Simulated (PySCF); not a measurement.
## Simulated absorption spectrum

Species: C4H5PS.
Structure used (GFN2-xTB), in Å, numbered top down from 1:
```xyz
11
C4H5PS angstrom
P      2.1098   -0.6202    0.0677
C      0.3745   -0.1064   -0.1236
C     -0.6933   -0.7222    0.5860
C     -1.9033   -0.2236    0.2409
S     -1.7829    0.9954   -0.9675
C     -0.0727    0.8318   -1.0025
H      2.2388   -0.1503    1.3758
H      2.6472    0.5475   -0.4693
H     -0.5466   -1.4952    1.3199
H     -2.8691   -0.4918    0.6210
H      0.5029    1.4376   -1.6745
```

Computed with PySCF, TDDFT PBE0/def2-SVPD, vertical, gas phase, core orbitals frozen in the response.

Computed states:

| state | E (eV) | f |
| --- | --- | --- |
| S1 | 5.28 | 0.071 |
| S2 | 5.82 | 0.011 |
| S3 | 5.85 | 0.0009 |
| S4 | 5.98 | 0.108 |
| S5 | 6.26 | 0.0036 |
| S6 | 6.35 | 0.111 |
| S7 | 6.56 | 0.0088 |
| S8 | 6.64 | 0.026 |

Broadening: Gaussians 0.4 eV wide at half height, area fixed by f = 4.319×10⁻⁹ ∫ε dν̃. The width is an assumption, not a result. The curve ends short of the highest state used, and states not computed would add to its high-energy end.

Q: Give the broadened spectrum and its maxima.

A: 
E (eV), ε (L mol⁻¹ cm⁻¹) and a bar:
```
     4.68          9 
     4.72         19 
     4.76         41 
     4.80         83 
     4.84        158 #
     4.88        284 #
     4.92        484 ##
     4.95        696 ##
     4.99       1076 ####
     5.03       1573 #####
     5.07       2175 ########
     5.11       2847 ##########
     5.15       3524 ############
     5.19       4128 ##############
     5.23       4575 ################
     5.26       4767 ################
     5.30       4798 #################
     5.34       4576 ################
     5.38       4142 ##############
     5.42       3572 ############
     5.46       2962 ##########
     5.50       2410 ########
     5.53       2086 #######
     5.57       1828 ######
     5.61       1811 ######
     5.65       2059 #######
     5.69       2572 #########
     5.73       3326 ###########
     5.77       4268 ###############
     5.80       5048 #################
     5.84       6105 #####################
     5.88       7076 ########################
     5.92       7858 ###########################
     5.96       8383 #############################
     6.00       8639 ##############################
     6.04       8672 ##############################
```

Maxima: 235 nm (5.28 eV), ε about 4800, made up of S1 (100%); 206 nm (6.03 eV), ε about 8700, made up of S4 (81%) and S6 (14%) (ε in L mol⁻¹ cm⁻¹; maxima over ε = 5, shares over 10%).

Q: What would ε be at 6.03 eV, the highest of these maxima, with half the width (0.2 eV)?

A: About 12300 L mol⁻¹ cm⁻¹ against 8680, a factor of about 1.4; a lone state at its own centre would give exactly 2.

Q: On this curve, what absorbance would a 10⁻⁴ mol/L sample give at 248 nm over a 1 cm path?

A: 248 nm is 4.999 eV, where ε is about 1200 L mol⁻¹ cm⁻¹, so A = ε c l ≈ 0.12 (Beer–Lambert, with the gas-phase spectrum and the assumed width).

Q: Coming from long wavelengths, where does ε first pass 100 L mol⁻¹ cm⁻¹?

A: At about 258 nm (4.81 eV), 0.47 eV below S1.

Rough CPU time on one thread of a shared machine: about 40 s.

One conformer stands for the species.
